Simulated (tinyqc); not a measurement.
Worked calculation: harmonic frequencies on the B3LYP (VWN-RPA form)/sto-3g surface (energies and gradients from PySCF), for LiH, spin multiplicity 1. Computed by tinyqc, a small Python program that keeps every step (integrals from PySCF). Settings: charge = 0, multiplicity = 1, basis = sto-3g, functional = b3lyp, delta = 0.005. Command: `OMP_NUM_THREADS=1 python tinyqc.py 28795 28796 out.jsonl` (the two numbers bound the seeds that draw the settings). One thread of a shared host (Intel(R) Xeon(R) Processor @ 2.60GHz), about 6 s of CPU time with the checks.

## One row of the Hessian: 1Liz

optimised positions (bohr):
```
           x        y        z
1Li  0.00000  0.00000  0.17856
2H   0.00000  0.00000  3.06228
```

gradient at +delta (hartree/bohr):
```
             x          y           z
1Li  0.0000000  0.0000000   0.0005154
2H   0.0000000  0.0000000  -0.0005101
```

gradient at -delta (hartree/bohr):
```
             x          y           z
1Li  0.0000000  0.0000000  -0.0004994
2H   0.0000000  0.0000000   0.0005049
```

Displace 1Liz by +/-0.005 bohr; H(k, :) = (g(+) - g(-)) / (2 delta).

row of the Hessian (hartree/bohr^2): 1Lix 0.0000000, 1Liy 0.0000000, 1Liz 0.1014731, 2Hx 0.0000000, 2Hy 0.0000000, 2Hz -0.1014977

## Hessian by finite differences

All rows are made in the same way, and the matrix is symmetrised.

Hessian (symmetrised) (hartree/bohr^2):
```
            1Lix        1Liy        1Liz         2Hx         2Hy         2Hz
1Lix  -0.0000245   0.0000000   0.0000000  -0.0000224   0.0000000   0.0000000
1Liy   0.0000000  -0.0000245   0.0000000   0.0000000  -0.0000224   0.0000000
1Liz   0.0000000   0.0000000   0.1014731   0.0000000   0.0000000  -0.1014854
2Hx   -0.0000224   0.0000000   0.0000000   0.0000693   0.0000000   0.0000000
2Hy    0.0000000  -0.0000224   0.0000000   0.0000000   0.0000693   0.0000000
2Hz    0.0000000   0.0000000  -0.1014854   0.0000000   0.0000000   0.1014977
```

## Normal modes

masses (u): 1Li 7.01600, 2H 1.00782

Diagonalise H_ij / sqrt(m_i m_j); the 5 smallest eigenvalues belong to translations and rotations; wavenumber = sqrt(eigenvalue / 1822.888) x 219474.63; each mode has its largest component positive (the first on a tie); zero-point energy = sum of wavenumbers / 2, with 349.755 1/cm per kcal/mol.

eigenvalues of the mass-weighted Hessian (hartree/(bohr^2 u)): 0.00000  0.00000  0.00000  0.00007  0.00007  0.11517

harmonic wavenumbers of the vibrations (1/cm): 1744.5

mass-weighted modes:
```
        mode 1
1Lix   0.00000
1Liy   0.00000
1Liz  -0.35437
2Hx    0.00000
2Hy    0.00000
2Hz    0.93511
```

zero-point energy = 2.49394 kcal/mol
